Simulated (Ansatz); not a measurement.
**AlHS (singlet): from Hartree-Fock to the top rungs at scale of all distances = 1.731, 6-31G**

The task here is to estimate one member of a computed series from the others.

Computed with Ansatz 0.2.0, Gaussian basis. Level: 6-31G, core rule «outside noble gas», up to 10 orbitals frozen.

Plan: UHF; CCSD(T) on RHF; CCSD(T) on UHF; BCCD(T) on RHF; CISD; CCSDT(Q) on RHF; CCSDT(Q) on UHF; CISDTQ; CCSDTQ on RHF; CASSCF and MRCISD+Q, 2 electrons in 2 orbitals; CASSCF and NEVPT2, 2 electrons in 2 orbitals; CASSCF and MRCISD+Q, 10 electrons in 9 orbitals; CASSCF and MRCISD+Q(relaxed), 10 electrons in 9 orbitals; CASSCF and NEVPT2, 10 electrons in 9 orbitals; Full CI; Full CI in the symmetry of the determinant.

19 further runs of the same task are left out: 16 that didn't finish, 3 set aside as unsound or not needed. Runs told in other sessions of the task aren't counted.

**What is computed**

The geometry derives from a PBE0/def2-TZVP stationary point (not a proven minimum). All distances are scaled together.

3 atoms, charge 0, spin multiplicity 1.

Atoms are counted from 1 here; the program's logs count them from 0.

No contacts short enough for the rule that draws bonds.

Set-up of the first run:

The input, in.yaml:

```yaml
crystal:
  periodic: [false, false, false]
  atoms:
    - {symbol: Al, position_ang: [0.000000, 0.000000, 0.247706]}
    - {symbol: S, position_ang: [0.000000, 0.000000, -3.212217]}
    - {symbol: H, position_ang: [0.000000, 0.000000, 2.964511]}
basis:
  gaussian: {orbitals: 6-31G}
magnetization: {spin_polarized: true, initial_magnetization: 0}
hamiltonian: {xc: hf}
output: {orbitals: {seedname: orbitals}}
```

On the command line:

```console
$ ansatz run in.yaml --threads 1 --pin off --events-out ev --progress --plain --max-ram 2393MiB
```

Among the steps run: UHF; CCSD(T) on RHF; CCSD(T) on UHF; BCCD(T) on RHF; CISD; CCSDT(Q) on RHF; CCSDT(Q) on UHF; CISDTQ; CCSDTQ on RHF; CASSCF and MRCISD+Q, 2 electrons in 2 orbitals; CASSCF and NEVPT2, 2 electrons in 2 orbitals; CASSCF and MRCISD+Q, 10 electrons in 9 orbitals; CASSCF and MRCISD+Q(relaxed), 10 electrons in 9 orbitals; CASSCF and NEVPT2, 10 electrons in 9 orbitals; Full CI; Full CI in the symmetry of the determinant.

One table of the session follows, with a row left open; its other results are not shown here.

```
                   method  from FCI (meV)
              CASSCF pair         +2431.0
              NEVPT2 pair          +761.8
              MRCISD pair               ?
            MRCISD+Q pair            -5.8
           CASSCF valence         +1137.0
           NEVPT2 valence          +332.6
           MRCISD valence           +57.7
         MRCISD+Q valence           +22.1
MRCISD+Q(relaxed) valence            -3.5
                      FCI               0
```

**Question.** Estimate the row for MRCISD pair.

The run gave: from FCI (meV): +237.1. In the column «from FCI (meV)» it lies between MRCISD valence (+57.7) and NEVPT2 valence (+332.6).

Left out of the table: RHF, UHF, RMP2, UMP2, CISD, RCCSD, UCCSD, RCCSD(T), UCCSD(T), BCCD(T), RCCSDT, UCCSDT, CISDTQ, RCCSDT(Q), UCCSDT(Q), RCCSDTQ (another determinant or state than the rows shown). UCCSDT(Q) lies 0.37 eV below the table's zero, so the state tabled may not be the lowest.

Limits of these values: The determinant of HF (⟨S²⟩ 1.23) is far from a pure spin state, so its energy mixes those of several spin states; that is harmless only where they are near-degenerate. The determinant of CCSD(T) (⟨S²⟩ 1.23) is far from a pure spin state, so its energy mixes those of several spin states; high orders of coupled cluster remove much of that, low ones don't. The report flags that the cluster equations may have other roots. The determinant of CCSDT(Q) (⟨S²⟩ 1.23) is far from a pure spin state, so its energy mixes those of several spin states; high orders of coupled cluster remove much of that, low ones don't. MRCISD+Q pair, MRCISD+Q(relaxed) valence fall below full CI: the +Q correction isn't variational, and the cores differ from full CI's.
